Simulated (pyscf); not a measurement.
Single points on ωB97X-D3(BJ)/def2-SVP structures (PySCF, gas phase).

Problem. PBE/def2-TZVP puts the barrier of •H₂C–Al(OH)–OH + hydrogen (H₂) → H₃C–Al(OH)–OH + H atom (H•) (hydrogen abstraction; doublet surface; H–H broken, C–H formed) at 6.2 kcal/mol and the reaction energy at +0.7 kcal/mol, from the separated reactants. What do B3LYP-D3(BJ)/def2-TZVP, M06-2X/def2-TZVP, ωB97M-D3(BJ)/def2-TZVP give on the same structures?

Solution. B3LYP-D3(BJ): ΔE‡ = 10.3 kcal/mol, ΔE = +5.5 kcal/mol; M06-2X: ΔE‡ = 14.1 kcal/mol, ΔE = +2.4 kcal/mol; ωB97M-D3(BJ): ΔE‡ = 12.3 kcal/mol, ΔE = +2.0 kcal/mol. PBE's barrier lies under all of them, by 4.1 to 7.9 kcal/mol. Its reaction energy lies under all of them, by 1.3 to 4.7 kcal/mol. This is the saddle that the search found; another between the same sides may lie lower. The angle at the transferred H is 172°.
